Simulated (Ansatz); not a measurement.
# SiH3 (doublet): wave-function methods side by side at scale of all distances = 0.887, 6-31G

How much of the correlation energy of SiH3 (doublet) does each wave-function method recover here?

Computed with Ansatz 0.2.0, Gaussian basis. Level: 6-31G, core rule «outside noble gas», up to 5 orbitals frozen.

The runs, in order: UHF; CCSD(T) on ROHF; CCSD(T) on UHF; BCCD(T) on ROHF; CISD; CCSDT(Q) on ROHF; CCSDT(Q) on UHF; CISDTQ; CCSDTQ on ROHF; CCSDTQ on UHF; CASSCF and MRCISD+Q, 3 electrons in 3 orbitals; CASSCF and NEVPT2, 3 electrons in 3 orbitals; CASSCF and MRCISD+Q, 7 electrons in 7 orbitals; CASSCF and NEVPT2, 7 electrons in 7 orbitals; Full CI.

7 further runs of the same task are left out: 1 for a mislabelled method, 4 that didn't finish, 2 set aside as unsound or not needed.

## (1) The system

The geometry derives from a PBE0/def2-TZVP stationary point (not a proven minimum). All distances are scaled together.

4 atoms, charge 0, spin multiplicity 2.

Atoms are counted from 1 here; the program's logs count them from 0.

Bond lengths: Si1–H2 1.318 Å, Si1–H3 1.318 Å, Si1–H4 1.318 Å. Angles: H2–Si1–H3 111.3°, H2–Si1–H4 111.3°, H3–Si1–H4 111.3°.

## (2) UHF

Input file in.yaml:

```yaml
crystal:
  periodic: [false, false, false]
  atoms:
    - {symbol: Si, position_ang: [0.000080, -0.000055, -0.038795]}
    - {symbol: H, position_ang: [1.255414, 0.012944, 0.362887]}
    - {symbol: H, position_ang: [-0.639578, 1.082156, 0.357486]}
    - {symbol: H, position_ang: [-0.618051, -1.093566, 0.360618]}
basis:
  gaussian: {orbitals: 6-31G}
magnetization: {spin_polarized: true, initial_magnetization: 1}
hamiltonian: {xc: hf}
output: {orbitals: {seedname: orbitals}}
```

Started as:

```
$ ansatz run in.yaml --threads 1 --pin off --events-out ev --progress --plain --max-ram 2393MiB
```

The runs that follow: CCSD(T) on ROHF; CCSD(T) on UHF; BCCD(T) on ROHF; CISD; CCSDT(Q) on ROHF; CCSDT(Q) on UHF; CISDTQ; CCSDTQ on ROHF; CCSDTQ on UHF; CASSCF and MRCISD+Q, 3 electrons in 3 orbitals; CASSCF and NEVPT2, 3 electrons in 3 orbitals; CASSCF and MRCISD+Q, 7 electrons in 7 orbitals; CASSCF and NEVPT2, 7 electrons in 7 orbitals; Full CI.

Before running them: what should the planned runs give, taken together? Wanted: FCI below the RHF energy; RMP2 from FCI; UMP2 from FCI; RCCSD from FCI; RCCSD(T) from FCI; UCCSD(T) from FCI; RCCSDT(Q) from FCI; UCCSDT(Q) from FCI; NEVPT2 pair from FCI.

As calculated:

```
                         quantity                                                                                                                                                                    value
         FCI below the RHF energy                                                                                                                                                               -1.7342 eV
                    RMP2 from FCI                                                                                                                                                          +11.36 kcal/mol
                    UMP2 from FCI                                                                                                                                                          +11.15 kcal/mol
                   RCCSD from FCI                                                                                                                                                           +0.51 kcal/mol
                RCCSD(T) from FCI                                                                                                                                                           +0.15 kcal/mol
                UCCSD(T) from FCI                                                                                                                                                           +0.15 kcal/mol
               RCCSDT(Q) from FCI                                                                                                                                                            0.00 kcal/mol
               UCCSDT(Q) from FCI                                                                                                                                                            0.00 kcal/mol
             NEVPT2 pair from FCI                                                                                                                                                           +9.52 kcal/mol
           MRCISD+Q pair from FCI                                                                                                                                                           -0.08 kcal/mol
          NEVPT2 valence from FCI                                                                                                                                                           +4.10 kcal/mol
levels within 1 kcal/mol (43 meV)  RCCSD, UCCSD, RCCSD(T), UCCSD(T), BCCD(T), RCCSDT, UCCSDT, CISDTQ, RCCSDT(Q), UCCSDT(Q), RCCSDTQ, UCCSDTQ, MRCISD pair, MRCISD+Q pair, MRCISD valence, MRCISD+Q valence
                    T1 diagnostic                                                                                                                                                                    0.013
   effectively unpaired electrons                                                                                                                                                                     1.01
```

**Reading.** RCCSD(T) lands +0.15 kcal/mol from the yardstick (0.4 % of the correlation energy). MRCISD+Q pair falls below full CI: the +Q correction isn't variational, and the cores differ from full CI's. One determinant dominates. Of the multireference levels listed MRCISD+Q pair comes nearest in total energy (-0.08 kcal/mol), which doesn't show that its space is the better one. These misses are within one basis, not against nature; the frozen cores of restricted and unrestricted runs differ, which can shift their rows.
